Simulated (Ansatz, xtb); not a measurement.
C3H6OS2: which of two isomers lies lower

Structure X: `CSC(=S)CO`, a singlet. Structure Y: `O=C[C@H](S)CS`, a singlet. Both are isolated molecules in the gas phase, relaxed with PBE-D3(BJ)/def2-SVP, each in the lowest conformer that the search found.

X (Å):

```xyz
12

C     0.0060   -1.4709   -3.7337
C    -0.5165   -1.0060   -1.0701
C    -1.4925   -0.7622    0.0767
O    -2.8493   -0.9707   -0.2447
S    -1.3727   -1.1999   -2.5914
S     1.1152   -1.0429   -0.8511
H     0.6053   -2.3437   -3.4083
H    -0.4458   -1.6488   -4.7279
H     0.6646   -0.5812   -3.7541
H    -1.3915    0.3050    0.3709
H    -1.1399   -1.3591    0.9507
H    -2.9710   -1.9269   -0.3967
```

Y (Å):

```yaml
atoms:
  - { symbol: C, position_ang: [0.8304, 0.8940, 1.2592] }
  - { symbol: C, position_ang: [0.6477, -0.5958, 1.0125] }
  - { symbol: C, position_ang: [0.2736, -0.9618, -0.4259] }
  - { symbol: O, position_ang: [0.8419, 1.7464, 0.3885] }
  - { symbol: S, position_ang: [2.2171, -1.3723, 1.5998] }
  - { symbol: S, position_ang: [1.5704, -0.6195, -1.6793] }
  - { symbol: H, position_ang: [1.0053, 1.1549, 2.3438] }
  - { symbol: H, position_ang: [-0.1319, -0.9694, 1.7126] }
  - { symbol: H, position_ang: [2.8427, -1.0614, 0.4126] }
  - { symbol: H, position_ang: [0.0746, -2.0482, -0.4982] }
  - { symbol: H, position_ang: [-0.6511, -0.4223, -0.7152] }
  - { symbol: H, position_ang: [1.5205, 0.7323, -1.4990] }
```

Quicker runs give these differences E(Y) − E(X): GFN2-xTB +2.57 kcal/mol; HF/STO-3G −3.33 kcal/mol (at GFN2-xTB geometries); r2SCAN-D4/def2-SVP −1.03 kcal/mol (at GFN2-xTB geometries).

Question: Estimate which is lower in electronic energy at CCSD(T)/def2-SVP + ΔMP2/def2-TZVPP, and by roughly how much.

Answer: The CCSD(T)/def2-SVP + ΔMP2/def2-TZVPP calculation puts structure Y lower, by 1.09 kcal/mol.

The same difference at several levels:

```
                             level             geometry  E(Y) − E(X) (kcal/mol)  departure from the last row (kcal/mol)  job, with rough time for the two
                          GFN2-xTB             GFN2-xTB                     +2.57                                   +3.66              optimisation, 0.32 s
                         HF/STO-3G             GFN2-xTB                     −3.33                                   −2.24              single point, 0.46 s
                r2SCAN-D4/def2-SVP             GFN2-xTB                     −1.03                                   +0.06               single point, 5.6 s
               PBE-D3(BJ)/def2-SVP  PBE-D3(BJ)/def2-SVP                     −2.67                                   −1.58                optimisation, 33 s
                       HF/def2-SVP  PBE-D3(BJ)/def2-SVP                     −7.28                                   −6.20           part of the CCSD(T) run
                      MP2/def2-SVP  PBE-D3(BJ)/def2-SVP                     −5.27                                   −4.19           part of the CCSD(T) run
                  CCSD(T)/def2-SVP  PBE-D3(BJ)/def2-SVP                     −6.53                                   −5.44                      single point
CCSD(T)/def2-SVP + ΔMP2/def2-TZVPP  PBE-D3(BJ)/def2-SVP                     −1.09                                                        single point, 66 s
```

As drawn, Y has 1 C=O, 1 C–C, 2 S–H in place of 1 C=S, 1 C–O, 1 C–H, 1 O–H.

GFN2-xTB puts the two in the other order. The largest departure from CCSD(T)/def2-SVP + ΔMP2/def2-TZVPP is that of HF/def2-SVP, 6.20 kcal/mol. The last row adds to CCSD(T) the change of the MP2 difference between the two basis sets, here +5.44 kcal/mol, a large step that makes the value less sure.

With thermal terms from frequencies at re-optimised GFN2-xTB minima (ideal gas, soft modes damped towards free rotors, one conformer each, 298.15 K, 1 atm): the zero-point term adds −3.22 kcal/mol; ΔH is −4.46 and ΔG −3.94 kcal/mol.

The correlated steps freeze 14 core orbitals. Mirror images aren't counted in ΔG. Codes used: Ansatz 0.2.0, xtb 6.7.1; the last row on 2 threads of Arm Neoverse V2 on a shared host.
